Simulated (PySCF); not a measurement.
# N₃H₄+, a complex of two parts: interaction energy, part 3 of 3

PySCF 2.14.0. Atoms count from 0, parts from 1. The steps go on from the part before.

## (8) Coupled-cluster interaction energy: CCSD(T) and MP2, 1.78 Å

The job: settings as JSON, then the geometry in Å.

```
{"job": {"kind": "intercc", "basis": "aug-cc-pVDZ", "basis_mid": "aug-cc-pVTZ", "basis_large": "aug-cc-pVQZ"}, "charge": 1, "multiplicity": 1, "parts": [{"atoms": "0-4", "charge": 1, "multiplicity": 1}, {"atoms": "5-6", "charge": 0, "multiplicity": 1}]}
N     -0.109372    -0.081270    -0.018608
H     -0.581881    -0.900826    -0.406382
H     -0.553073     0.766125    -0.379444
H     -0.190899    -0.096436     1.000518
H      0.890718    -0.095699    -0.283141
N      3.710418    -0.180331    -0.827494
N      2.641380    -0.147770    -0.625591
```

Method: CCSD(T)/aug-cc-pVDZ and MP2/aug-cc-pVTZ, aug-cc-pVQZ counterpoise interaction energy, frozen core, gas phase.

The program printed:

```text
part 1, own basis, geometry of the cluster: E = -56.5639522572 (as before)

part 2, own basis, geometry of the cluster: E = -108.9861884487 (as before)

part 1, own basis, relaxed alone: E = -56.5642290072 (as before)

part 2, own basis, relaxed alone: E = -108.9860439633 (as before)

cluster
final grid: 5672 points
cycle   1  E = -165.5503374167  dE = -1.143e-02  |g| = 1.027e-01  |ddm| = 1.485e+00
cycle   2  E = -165.5513775731  dE = -1.040e-03  |g| = 8.795e-02  |ddm| = 2.772e-01
cycle   3  E = -165.5528312642  dE = -1.454e-03  |g| = 1.213e-02  |ddm| = 9.360e-02
cycle   4  E = -165.5529019702  dE = -7.071e-05  |g| = 1.334e-03  |ddm| = 5.136e-02
cycle   5  E = -165.5529028363  dE = -8.661e-07  |g| = 3.244e-04  |ddm| = 4.601e-03
cycle   6  E = -165.5529028725  dE = -3.619e-08  |g| = 7.112e-05  |ddm| = 8.303e-04
cycle   7  E = -165.5529028740  dE = -1.551e-09  |g| = 2.077e-05  |ddm| = 2.251e-04
cycle   8  E = -165.5529028741  dE = -1.179e-10  |g| = 6.426e-06  |ddm| = 4.671e-05
converged SCF energy = -165.5529028741

part 1 in the basis of the cluster
final grid: 5672 points
cycle   1  E = -56.5639837590  dE = -3.383e-05  |g| = 1.064e-03  |ddm| = 5.244e-01
cycle   2  E = -56.5639839670  dE = -2.081e-07  |g| = 8.993e-05  |ddm| = 4.745e-02
cycle   3  E = -56.5639839689  dE = -1.904e-09  |g| = 7.800e-06  |ddm| = 5.057e-03
cycle   4  E = -56.5639839690  dE = -1.141e-11  |g| = 2.871e-06  |ddm| = 1.463e-04
converged SCF energy = -56.5639839690

part 2 in the basis of the cluster
final grid: 5672 points
cycle   1  E = -108.9864119355  dE = -2.227e-04  |g| = 2.770e-03  |ddm| = 1.275e+00
cycle   2  E = -108.9864141435  dE = -2.208e-06  |g| = 3.317e-04  |ddm| = 1.114e-01
cycle   3  E = -108.9864141864  dE = -4.294e-08  |g| = 4.065e-05  |ddm| = 1.434e-02
cycle   4  E = -108.9864141869  dE = -4.428e-10  |g| = 2.648e-05  |ddm| = 6.798e-04
converged SCF energy = -108.9864141869

Interaction energy (kcal/mol)
  counterpoise       -4.819
  uncorrected        -5.528
  dispersion part     0.000
  deformation         0.160
  binding            -4.659

Decomposition of the uncorrected value (kcal/mol)
  electrostatic      -6.549
  Pauli              13.597
  orbital            -8.782
  dispersion          0.000
  correlation        -3.793

Charge of each part in the cluster: 0.966 0.034
part 1, own basis, geometry of the cluster: E = -56.5677495629 (as before)

part 2, own basis, geometry of the cluster: E = -108.9931029397 (as before)

part 1, own basis, relaxed alone: E = -56.5680340416 (as before)

part 2, own basis, relaxed alone: E = -108.9929499144 (as before)

cluster
final grid: 5672 points
cycle   1  E = -165.5609100520  dE = -1.115e-02  |g| = 1.028e-01  |ddm| = 1.435e+00
cycle   2  E = -165.5619467919  dE = -1.037e-03  |g| = 8.827e-02  |ddm| = 2.267e-01
cycle   3  E = -165.5634053925  dE = -1.459e-03  |g| = 1.212e-02  |ddm| = 9.621e-02
cycle   4  E = -165.5634762715  dE = -7.088e-05  |g| = 1.366e-03  |ddm| = 4.008e-02
cycle   5  E = -165.5634771461  dE = -8.746e-07  |g| = 3.363e-04  |ddm| = 4.348e-03
cycle   6  E = -165.5634771851  dE = -3.902e-08  |g| = 7.371e-05  |ddm| = 9.106e-04
cycle   7  E = -165.5634771868  dE = -1.639e-09  |g| = 2.217e-05  |ddm| = 1.844e-04
cycle   8  E = -165.5634771869  dE = -1.307e-10  |g| = 6.835e-06  |ddm| = 4.385e-05
converged SCF energy = -165.5634771869

part 1 in the basis of the cluster
final grid: 5672 points
cycle   1  E = -56.5677547552  dE = -7.536e-06  |g| = 4.738e-04  |ddm| = 4.065e-01
cycle   2  E = -56.5677547978  dE = -4.260e-08  |g| = 3.873e-05  |ddm| = 2.842e-02
cycle   3  E = -56.5677547981  dE = -3.475e-10  |g| = 1.567e-06  |ddm| = 2.650e-03
converged SCF energy = -56.5677547981

part 2 in the basis of the cluster
final grid: 5672 points
cycle   1  E = -108.9931695032  dE = -6.575e-05  |g| = 1.494e-03  |ddm| = 1.183e+00
cycle   2  E = -108.9931701887  dE = -6.855e-07  |g| = 1.679e-04  |ddm| = 1.060e-01
cycle   3  E = -108.9931702008  dE = -1.207e-08  |g| = 1.197e-05  |ddm| = 1.251e-02
cycle   4  E = -108.9931702009  dE = -7.014e-11  |g| = 2.214e-06  |ddm| = 5.318e-04
converged SCF energy = -108.9931702009

Interaction energy (kcal/mol)
  counterpoise       -4.989
  uncorrected        -5.399
  dispersion part     0.000
  deformation         0.161
  binding            -4.829

Decomposition of the uncorrected value (kcal/mol)
  electrostatic      -6.553
  Pauli              13.511
  orbital            -8.605
  dispersion          0.000
  correlation        -3.751

Charge of each part in the cluster: 0.966 0.034
part 1 in the basis of the cluster: E(HF) = -56.547607492  E2 = -0.192643784  E(CCSD corr) = -0.210511228  (T) = -0.004403161
part 2 in the basis of the cluster: E(HF) = -108.961918978  E2 = -0.315571583  E(CCSD corr) = -0.318818678  (T) = -0.013240063
cluster: E(HF) = -165.511379651  E2 = -0.512901411  E(CCSD corr) = -0.532922083  (T) = -0.018285139

Counterpoise interaction energy (kcal/mol)
  hf_small                  -1.163
  mp2_small                 -4.103
  ccsd_small                -3.417
  ccsdt_small               -3.820
  hf_large                  -1.601
  mp2_large                 -4.989
  hf_middle                 -1.572
  mp2_middle                -4.819
  scs_mp2_large             -4.346
  mp2_limit                 -5.092
  ccsdt_less_mp2             0.284
  ccsdt_limit_estimate      -4.809
  bsse_mp2_large             0.410
```

Run time: 2.8 min. Hardware: 1 thread of Arm Neoverse N1, shared host; peak memory 1.5 GiB.

Contacts at this geometry (a selection, picked against the atoms' radii; other short pairs can be missing):

| atoms | distance (Å) | kind (by distance and angle) | angle (°) |
| --- | --- | --- | --- |
| H4···N6 | 1.78 | hydrogen bond | 176 |

| method | interaction energy (kcal/mol) | from CCSD(T), limit estimate (kcal/mol) |
| --- | --- | --- |
| HF/aug-cc-pVDZ | -1.16 | +3.65 |
| MP2/aug-cc-pVDZ | -4.10 | +0.71 |
| CCSD/aug-cc-pVDZ | -3.42 | +1.39 |
| CCSD(T)/aug-cc-pVDZ | -3.82 | +0.99 |
| HF/aug-cc-pVQZ | -1.60 | +3.21 |
| MP2/aug-cc-pVQZ | -4.99 | -0.18 |
| SCS-MP2/aug-cc-pVQZ | -4.35 | +0.46 |
| MP2, extrapolated | -5.09 | -0.28 |
| CCSD(T), limit estimate | -4.81 | 0 |

These energies keep the parts at their geometry in the cluster; deforming them to it costs 0.16 kcal/mol (MP2).

## (9) Coupled-cluster interaction energy: CCSD(T) and MP2, 2.97 Å

Same as in step 8 but for these lines:

```diff
@@ -6,3 +6,3 @@
 H      0.890718    -0.095699    -0.283141
-N      3.710418    -0.180331    -0.827494
-N      2.641380    -0.147770    -0.625591
+N      4.877526    -0.215046    -1.055794
+N      3.808488    -0.182484    -0.853891
```

Level: CCSD(T)/aug-cc-pVDZ and MP2/aug-cc-pVTZ, aug-cc-pVQZ counterpoise interaction energy, frozen core, gas phase.

The program printed:

```text
part 1, own basis, geometry of the cluster: E = -56.5639522572 (as before)

part 2, own basis, geometry of the cluster: E = -108.9861884487 (as before)

part 1, own basis, relaxed alone: E = -56.5642290072 (as before)

part 2, own basis, relaxed alone: E = -108.9860439633 (as before)

cluster
final grid: 5672 points
cycle   1  E = -165.5534558272  dE = -1.496e-03  |g| = 4.951e-02  |ddm| = 7.375e-01
cycle   2  E = -165.5536037137  dE = -1.479e-04  |g| = 4.388e-02  |ddm| = 1.461e-01
cycle   3  E = -165.5539614551  dE = -3.577e-04  |g| = 4.127e-03  |ddm| = 4.515e-02
cycle   4  E = -165.5539702631  dE = -8.808e-06  |g| = 4.028e-04  |ddm| = 2.611e-02
cycle   5  E = -165.5539703443  dE = -8.117e-08  |g| = 1.225e-04  |ddm| = 2.326e-03
cycle   6  E = -165.5539703488  dE = -4.462e-09  |g| = 4.000e-05  |ddm| = 2.546e-04
cycle   7  E = -165.5539703492  dE = -4.355e-10  |g| = 6.976e-06  |ddm| = 1.368e-04
converged SCF energy = -165.5539703492

part 1 in the basis of the cluster
final grid: 5672 points
cycle   1  E = -56.5639602269  dE = -8.796e-06  |g| = 4.862e-04  |ddm| = 1.665e-01
cycle   2  E = -56.5639602907  dE = -6.384e-08  |g| = 4.441e-05  |ddm| = 1.477e-02
cycle   3  E = -56.5639602914  dE = -6.521e-10  |g| = 2.979e-06  |ddm| = 1.639e-03
converged SCF energy = -56.5639602914

part 2 in the basis of the cluster
final grid: 5672 points
cycle   1  E = -108.9862748003  dE = -8.626e-05  |g| = 1.667e-03  |ddm| = 7.033e-01
cycle   2  E = -108.9862757395  dE = -9.392e-07  |g| = 2.223e-04  |ddm| = 7.541e-02
cycle   3  E = -108.9862757603  dE = -2.082e-08  |g| = 2.791e-05  |ddm| = 1.111e-02
cycle   4  E = -108.9862757606  dE = -2.547e-10  |g| = 1.870e-05  |ddm| = 4.312e-04
converged SCF energy = -108.9862757606

Interaction energy (kcal/mol)
  counterpoise       -2.905
  uncorrected        -3.113
  dispersion part     0.000
  deformation         0.160
  binding            -2.746

Decomposition of the uncorrected value (kcal/mol)
  electrostatic      -1.272
  Pauli               0.130
  orbital            -1.261
  dispersion          0.000
  correlation        -0.709

Charge of each part in the cluster: 0.997 0.003
part 1, own basis, geometry of the cluster: E = -56.5677495629 (as before)

part 2, own basis, geometry of the cluster: E = -108.9931029397 (as before)

part 1, own basis, relaxed alone: E = -56.5680340416 (as before)

part 2, own basis, relaxed alone: E = -108.9929499144 (as before)

cluster
final grid: 5672 points
cycle   1  E = -165.5641128919  dE = -1.452e-03  |g| = 4.955e-02  |ddm| = 9.134e-01
cycle   2  E = -165.5642638683  dE = -1.510e-04  |g| = 4.399e-02  |ddm| = 1.106e-01
cycle   3  E = -165.5646223492  dE = -3.585e-04  |g| = 4.175e-03  |ddm| = 4.527e-02
cycle   4  E = -165.5646314503  dE = -9.101e-06  |g| = 4.082e-04  |ddm| = 1.558e-02
cycle   5  E = -165.5646315315  dE = -8.117e-08  |g| = 1.273e-04  |ddm| = 2.288e-03
cycle   6  E = -165.5646315365  dE = -4.979e-09  |g| = 4.180e-05  |ddm| = 3.031e-04
cycle   7  E = -165.5646315369  dE = -4.699e-10  |g| = 7.678e-06  |ddm| = 1.051e-04
converged SCF energy = -165.5646315369

part 1 in the basis of the cluster
final grid: 5672 points
cycle   1  E = -56.5677513083  dE = -2.815e-06  |g| = 2.741e-04  |ddm| = 3.013e-01
cycle   2  E = -56.5677513258  dE = -1.754e-08  |g| = 2.320e-05  |ddm| = 1.971e-02
cycle   3  E = -56.5677513260  dE = -1.507e-10  |g| = 9.308e-07  |ddm| = 1.688e-03
converged SCF energy = -56.5677513260

part 2 in the basis of the cluster
final grid: 5672 points
cycle   1  E = -108.9931190783  dE = -1.602e-05  |g| = 6.163e-04  |ddm| = 8.219e-01
cycle   2  E = -108.9931192057  dE = -1.274e-07  |g| = 6.237e-05  |ddm| = 6.022e-02
cycle   3  E = -108.9931192074  dE = -1.730e-09  |g| = 4.127e-06  |ddm| = 5.391e-03
cycle   4  E = -108.9931192074  dE = -5.514e-12  |g| = 2.897e-06  |ddm| = 1.697e-04
converged SCF energy = -108.9931192074

Interaction energy (kcal/mol)
  counterpoise       -2.921
  uncorrected        -3.010
  dispersion part     0.000
  deformation         0.161
  binding            -2.761

Decomposition of the uncorrected value (kcal/mol)
  electrostatic      -1.264
  Pauli               0.129
  orbital            -1.237
  dispersion          0.000
  correlation        -0.638

Charge of each part in the cluster: 0.997 0.003
part 1 in the basis of the cluster: E(HF) = -56.547422212  E2 = -0.192416187  E(CCSD corr) = -0.210307856  (T) = -0.004384236
part 2 in the basis of the cluster: E(HF) = -108.961651972  E2 = -0.314709828  E(CCSD corr) = -0.318011775  (T) = -0.013145257
cluster: E(HF) = -165.512749754  E2 = -0.508062221  E(CCSD corr) = -0.529091215  (T) = -0.017637988

Counterpoise interaction energy (kcal/mol)
  hf_small                  -2.307
  mp2_small                 -2.894
  ccsd_small                -2.791
  ccsdt_small               -2.859
  hf_large                  -2.360
  mp2_large                 -2.921
  hf_middle                 -2.343
  mp2_middle                -2.905
  scs_mp2_large             -2.865
  mp2_limit                 -2.921
  ccsdt_less_mp2             0.035
  ccsdt_limit_estimate      -2.886
  bsse_mp2_large             0.089
```

Run time: 2.8 min. Hardware: 1 thread of Arm Neoverse N1, shared host; peak memory 1.5 GiB.

Contacts at this geometry (a selection, picked against the atoms' radii; other short pairs can be missing):

| atoms | distance (Å) | kind (by distance and angle) | angle (°) |
| --- | --- | --- | --- |
| H4···N6 | 2.97 | at van der Waals distance | – |

Differences are taken before rounding.

| method | interaction energy (kcal/mol) | from CCSD(T), limit estimate (kcal/mol) |
| --- | --- | --- |
| HF/aug-cc-pVDZ | -2.31 | +0.58 |
| MP2/aug-cc-pVDZ | -2.89 | -0.01 |
| CCSD/aug-cc-pVDZ | -2.79 | +0.10 |
| CCSD(T)/aug-cc-pVDZ | -2.86 | +0.03 |
| HF/aug-cc-pVQZ | -2.36 | +0.53 |
| MP2/aug-cc-pVQZ | -2.92 | -0.04 |
| SCS-MP2/aug-cc-pVQZ | -2.87 | +0.02 |
| MP2, extrapolated | -2.92 | -0.04 |
| CCSD(T), limit estimate | -2.89 | 0 |

These energies keep the parts at their geometry in the cluster; deforming them to it costs 0.16 kcal/mol (MP2).

## (10) Coupled-cluster interaction energy: CCSD(T) and MP2, 3.97 Å

Same as in step 9 but for these lines:

```diff
@@ -6,3 +6,3 @@
 H      0.890718    -0.095699    -0.283141
-N      4.877526    -0.215046    -1.055794
-N      3.808488    -0.182484    -0.853891
+N      5.850116    -0.243974    -1.246044
+N      4.781078    -0.211413    -1.044141
```

With the program's defaults for keys left out, this is: CCSD(T)/aug-cc-pVDZ and MP2/aug-cc-pVTZ, aug-cc-pVQZ counterpoise interaction energy, frozen core, gas phase.

The program printed:

```text
part 1, own basis, geometry of the cluster: E = -56.5639522572 (as before)

part 2, own basis, geometry of the cluster: E = -108.9861884487 (as before)

part 1, own basis, relaxed alone: E = -56.5642290072 (as before)

part 2, own basis, relaxed alone: E = -108.9860439633 (as before)

cluster
final grid: 5672 points
cycle   1  E = -165.5516921745  dE = -5.765e-04  |g| = 3.242e-02  |ddm| = 5.793e-01
cycle   2  E = -165.5517484295  dE = -5.625e-05  |g| = 2.874e-02  |ddm| = 9.711e-02
cycle   3  E = -165.5519017175  dE = -1.533e-04  |g| = 2.536e-03  |ddm| = 2.951e-02
cycle   4  E = -165.5519048387  dE = -3.121e-06  |g| = 2.493e-04  |ddm| = 1.752e-02
cycle   5  E = -165.5519048688  dE = -3.009e-08  |g| = 7.758e-05  |ddm| = 1.243e-03
cycle   6  E = -165.5519048706  dE = -1.725e-09  |g| = 2.386e-05  |ddm| = 1.656e-04
cycle   7  E = -165.5519048707  dE = -1.496e-10  |g| = 3.248e-06  |ddm| = 9.114e-05
converged SCF energy = -165.5519048707

part 1 in the basis of the cluster
final grid: 5672 points
cycle   1  E = -56.5639562846  dE = -4.253e-06  |g| = 3.368e-04  |ddm| = 1.380e-01
cycle   2  E = -56.5639563234  dE = -3.883e-08  |g| = 3.412e-05  |ddm| = 1.180e-02
cycle   3  E = -56.5639563239  dE = -4.398e-10  |g| = 1.503e-06  |ddm| = 1.209e-03
converged SCF energy = -56.5639563239

part 2 in the basis of the cluster
final grid: 5672 points
cycle   1  E = -108.9862250998  dE = -3.667e-05  |g| = 8.662e-04  |ddm| = 5.721e-01
cycle   2  E = -108.9862253602  dE = -2.604e-07  |g| = 9.157e-05  |ddm| = 4.927e-02
cycle   3  E = -108.9862253639  dE = -3.718e-09  |g| = 9.644e-06  |ddm| = 5.819e-03
cycle   4  E = -108.9862253640  dE = -3.911e-11  |g| = 3.557e-06  |ddm| = 2.651e-04
converged SCF energy = -108.9862253640

Interaction energy (kcal/mol)
  counterpoise       -1.283
  uncorrected        -1.368
  dispersion part     0.000
  deformation         0.160
  binding            -1.124

Decomposition of the uncorrected value (kcal/mol)
  electrostatic      -0.614
  Pauli               0.002
  orbital            -0.495
  dispersion          0.000
  correlation        -0.261

Charge of each part in the cluster: 1.000 0.000
part 1, own basis, geometry of the cluster: E = -56.5677495629 (as before)

part 2, own basis, geometry of the cluster: E = -108.9931029397 (as before)

part 1, own basis, relaxed alone: E = -56.5680340416 (as before)

part 2, own basis, relaxed alone: E = -108.9929499144 (as before)

cluster
final grid: 5672 points
cycle   1  E = -165.5623715333  dE = -5.479e-04  |g| = 3.243e-02  |ddm| = 4.229e-01
cycle   2  E = -165.5624282479  dE = -5.671e-05  |g| = 2.881e-02  |ddm| = 6.748e-02
cycle   3  E = -165.5625818643  dE = -1.536e-04  |g| = 2.551e-03  |ddm| = 2.982e-02
cycle   4  E = -165.5625850619  dE = -3.198e-06  |g| = 2.515e-04  |ddm| = 1.321e-02
cycle   5  E = -165.5625850920  dE = -3.014e-08  |g| = 8.042e-05  |ddm| = 1.290e-03
cycle   6  E = -165.5625850939  dE = -1.913e-09  |g| = 2.559e-05  |ddm| = 1.704e-04
cycle   7  E = -165.5625850941  dE = -1.699e-10  |g| = 3.584e-06  |ddm| = 7.054e-05
converged SCF energy = -165.5625850941

part 1 in the basis of the cluster
final grid: 5672 points
cycle   1  E = -56.5677502151  dE = -1.001e-06  |g| = 1.563e-04  |ddm| = 1.661e-01
cycle   2  E = -56.5677502235  dE = -8.429e-09  |g| = 1.591e-05  |ddm| = 1.357e-02
cycle   3  E = -56.5677502236  dE = -9.504e-11  |g| = 5.808e-07  |ddm| = 1.364e-03
converged SCF energy = -56.5677502236

part 2 in the basis of the cluster
final grid: 5672 points
cycle   1  E = -108.9931100152  dE = -7.052e-06  |g| = 3.983e-04  |ddm| = 3.682e-01
cycle   2  E = -108.9931100819  dE = -6.665e-08  |g| = 4.531e-05  |ddm| = 2.434e-02
cycle   3  E = -108.9931100829  dE = -1.054e-09  |g| = 2.587e-06  |ddm| = 2.281e-03
cycle   4  E = -108.9931100829  dE = -3.297e-12  |g| = 1.049e-06  |ddm| = 8.450e-05
converged SCF energy = -108.9931100829

Interaction energy (kcal/mol)
  counterpoise       -1.284
  uncorrected        -1.312
  dispersion part     0.000
  deformation         0.161
  binding            -1.123

Decomposition of the uncorrected value (kcal/mol)
  electrostatic      -0.612
  Pauli               0.002
  orbital            -0.478
  dispersion          0.000
  correlation        -0.224

Charge of each part in the cluster: 1.000 0.000
part 1 in the basis of the cluster: E(HF) = -56.547373177  E2 = -0.192338914  E(CCSD corr) = -0.210241072  (T) = -0.004377564
part 2 in the basis of the cluster: E(HF) = -108.961593747  E2 = -0.314519818  E(CCSD corr) = -0.317830656  (T) = -0.013123563
cluster: E(HF) = -165.510658116  E2 = -0.507206474  E(CCSD corr) = -0.528347448  (T) = -0.017532244

Counterpoise interaction energy (kcal/mol)
  hf_small                  -1.061
  mp2_small                 -1.279
  ccsd_small                -1.234
  ccsdt_small               -1.254
  hf_large                  -1.082
  mp2_large                 -1.284
  hf_middle                 -1.081
  mp2_middle                -1.283
  scs_mp2_large             -1.276
  mp2_limit                 -1.283
  ccsdt_less_mp2             0.026
  ccsdt_limit_estimate      -1.258
  bsse_mp2_large             0.028
```

It took 2.9 min on 1 thread of Arm Neoverse N1, shared host; peak memory 1.5 GiB.

Contacts at this geometry (a selection, picked against the atoms' radii; other short pairs can be missing):

| atoms | distance (Å) | kind (by distance and angle) | angle (°) |
| --- | --- | --- | --- |
| H4···N6 | 3.97 | beyond van der Waals contact | – |

Differences are taken before rounding.

| method | interaction energy (kcal/mol) | from CCSD(T), limit estimate (kcal/mol) |
| --- | --- | --- |
| HF/aug-cc-pVDZ | -1.06 | +0.20 |
| MP2/aug-cc-pVDZ | -1.28 | -0.02 |
| CCSD/aug-cc-pVDZ | -1.23 | +0.02 |
| CCSD(T)/aug-cc-pVDZ | -1.25 | 0.00 |
| HF/aug-cc-pVQZ | -1.08 | +0.18 |
| MP2/aug-cc-pVQZ | -1.28 | -0.03 |
| SCS-MP2/aug-cc-pVQZ | -1.28 | -0.02 |
| MP2, extrapolated | -1.28 | -0.03 |
| CCSD(T), limit estimate | -1.26 | 0 |

These energies keep the parts at their geometry in the cluster; deforming them to it costs 0.16 kcal/mol (MP2).

## (11) The curve

Counterpoise interaction energies (kcal/mol):

| H4···N6 (Å) | HF | MP2 limit | CCSD(T) estimate | time |
| --- | --- | --- | --- | --- |
| 1.78 | -1.60 | -5.09 | -4.81 | 2.8 min |
| 1.88 | -2.83 | -5.77 | -5.56 | 3 min |
| 1.98 | -3.51 | -6.00 | -5.83 | 2.7 min |
| 2.08 | -3.84 | -5.94 | -5.81 | 2.7 min |
| 2.18 | -3.92 | -5.70 | -5.61 | 2.8 min |
| 2.48 | -3.48 | -4.60 | -4.55 | 2.7 min |
| 2.97 | -2.36 | -2.92 | -2.89 | 2.8 min |
| 3.97 | -1.08 | -1.28 | -1.26 | 2.9 min |

## (12) Outcome

The summary covers parts 1 to 3.

```
                            quantity                   value
rotational constants (main isotopes)  180.12, 3.37, 3.37 GHz
          CCSD(T) estimate at 1.78 Å          -4.81 kcal/mol
          CCSD(T) estimate at 1.88 Å          -5.56 kcal/mol
          CCSD(T) estimate at 1.98 Å          -5.83 kcal/mol
          CCSD(T) estimate at 2.08 Å          -5.81 kcal/mol
          CCSD(T) estimate at 2.18 Å          -5.61 kcal/mol
          CCSD(T) estimate at 2.48 Å          -4.55 kcal/mol
          CCSD(T) estimate at 2.97 Å          -2.89 kcal/mol
          CCSD(T) estimate at 3.97 Å          -1.26 kcal/mol
```

What this shows: The optimisation took 5 steps and gained 0.155 eV; among the close pairs (by a distance rule), N0–H2 changed most, from 1.067 to 1.022 Å. Along the rigid scan the CCSD(T) estimate is lowest at 1.98 Å (-5.83 kcal/mol), where MP2 at the limit misses it by -0.16 and Hartree-Fock by +2.32.
